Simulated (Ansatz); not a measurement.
Input file for Ansatz (a quantum-chemistry and plane-wave program): R-CCSD(T)/aug-cc-pVDZ on CH2O (SMILES C=O) with ghost functions.

Ansatz 0.2 input:
```yaml
crystal:
  periodic: [false, false, false]
  atoms:
    - {symbol: C, position_ang: [0.00000000, 0.60123980, -1.35383976]}
    - {symbol: O, position_ang: [0.00000000, -0.59301814, -1.55209021]}
    - {symbol: H, position_ang: [0.93542250, 1.17427624, -1.26515132]}
    - {symbol: H, position_ang: [-0.93542250, 1.17427624, -1.26515132]}
basis:
  gaussian:
    orbitals: aug-cc-pVDZ
    ghost_atoms:
      - {symbol: C, position_ang: [0.00000000, -0.60200476, 1.55228866]}
      - {symbol: O, position_ang: [0.00000000, 0.59238638, 1.35511328]}
      - {symbol: H, position_ang: [0.00000000, -1.00937982, 2.57524635]}
      - {symbol: H, position_ang: [0.00000000, -1.32002906, 0.71694997]}
magnetization: {spin_polarized: false}
correlation: {method: ccsd_t, electrons: outside_noble_gas}
scf: {lower_state_search: off}
```

Output:

```
Functional definition: HF
[...]
these checks for a lower state are left out or cut short: stability, starts, cluster_reference, orbital_swaps, neighbouring_geometries, increment
integrals: 0.22 GiB planned
1047 factors; integrals over basis functions are off by at most 1.0e-3 eV
mean field: 0.24 GiB planned
mean field evaluation 1: about -3096.9562 eV, gradient 3.1e1 eV
mean field evaluation 2: about -3096.9573 eV, gradient 3.1e1 eV
mean field evaluation 4: about -3098.9446 eV, gradient 2.3e0 eV
mean field evaluation 8: about -3098.9711 eV, gradient 1.0e-3 eV
mean field -3098.97110264 eV, -113.8850874638 hartree, gradient 2.7e-6 eV, S^2 0.000000; 0 other end points of the search recorded, 0 dependent functions left out
2 core orbitals not correlated
reference -3098.97110264 eV, -113.8850874638 hartree; 6, 6 occupied and 120, 120 virtual orbitals, 1047 factors
second order -9.09750869 eV of doubles, -0.00000000 eV of singles
coupled cluster: 0.53 GiB planned
cycle   1  -9.11774305 eV  change   -2.0e-2 eV  update   8.5e-2
cycle   2  -9.40028429 eV  change   -2.8e-1 eV  update   2.7e-2
cycle   3  -9.48968167 eV  change   -8.9e-2 eV  update   1.5e-2
cycle   4  -9.48242175 eV  change    7.3e-3 eV  update   3.6e-3
cycle   5  -9.48264346 eV  change   -2.2e-4 eV  update   1.5e-3
cycle   6  -9.48341458 eV  change   -7.7e-4 eV  update   4.9e-4
cycle   7  -9.48325389 eV  change    1.6e-4 eV  update   1.7e-4
cycle   8  -9.48320722 eV  change    4.7e-5 eV  update   5.3e-5
cycle   9  -9.48321796 eV  change   -1.1e-5 eV  update   2.2e-5
cycle  10  -9.48321871 eV  change   -7.5e-7 eV  update   5.5e-6
perturbative correction -0.33113492 eV, -0.0121689837 hartree
Total energy: -3108.78545626 eV, -114.2457583072 hartree
Checks for a lower state left out: stability, starts, cluster_reference, orbital_swaps, neighbouring_geometries, increment
```

The run converged.

Cost: very roughly 9 core-seconds.
